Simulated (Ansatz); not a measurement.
A (100) slab of W (Fm-3m (No. 225)), 6 planes, outer planes W (top) and W (bottom), with 6 atoms (W6) in a surface cell of A = 7.992 Å², as cut from the bulk:

```yaml
crystal:
  lattice:
    - [2.82701, 0.00000, 0.00000]
    - [0.00000, 2.82701, 0.00000]
    - [0.00000, 0.00000, 24.99498]
  atoms:
    - { symbol: W, position: [0.50000, 0.50000, 0.30006] }
    - { symbol: W, position: [0.00000, 0.00000, 0.38004] }
    - { symbol: W, position: [0.50000, 0.50000, 0.46001] }
    - { symbol: W, position: [0.00000, 0.00000, 0.53999] }
    - { symbol: W, position: [0.50000, 0.50000, 0.61996] }
    - { symbol: W, position: [0.00000, 0.00000, 0.69994] }
```

Computed with Ansatz 0.2.0, DFT PBEsol, scalar-relativistic, plane waves, PAW. Plane waves to 420 eV, a k mesh through Γ of 12×12×1 on the computed 6-atom cell and Gaussian smearing (0.10 eV); no spin polarisation. The cell repeats along c with a dipole correction in the vacuum.

Against the same 6 atoms in the bulk, the slab as cut lies 3.626 eV higher and the relaxed slab 3.621 eV higher.

Question: Work out the surface energy before and after relaxation.

Answer: The slab has two faces, so γ = (E_slab − N·E_bulk)/(2A), the mean of both. As cut: 3.626/(2 × 7.992) = 0.2269 eV/Å², and 1 eV/Å² = 16.02 J/m², so γ = 3.63 J/m². Relaxed: 3.621/(2 × 7.992) = 0.2265 eV/Å² = 3.63 J/m². Relaxation recovers 0.1 % of the cost of cutting.

Question: A cut through this plane breaks about 4 nearest-neighbour bonds a surface cell. What does each broken bond cost, before relaxation?

Answer: One cut makes two faces and costs 2γA = 3.626 eV, shared by 4 bonds: 0.91 eV a bond. In a metal this is less than the cohesive energy a bond, since the bonds that remain at the surface strengthen.

Question: What is the ideal work of this cut, per area?

Answer: Griffith's ideal work is 2γ: 7.27 J/m² if the new faces stay rigid, 7.26 J/m² if they relax. One thickness was run, 6 planes, so γ can still shift with it.

The reference crystal is the fcc form of W, which isn't its usual structure.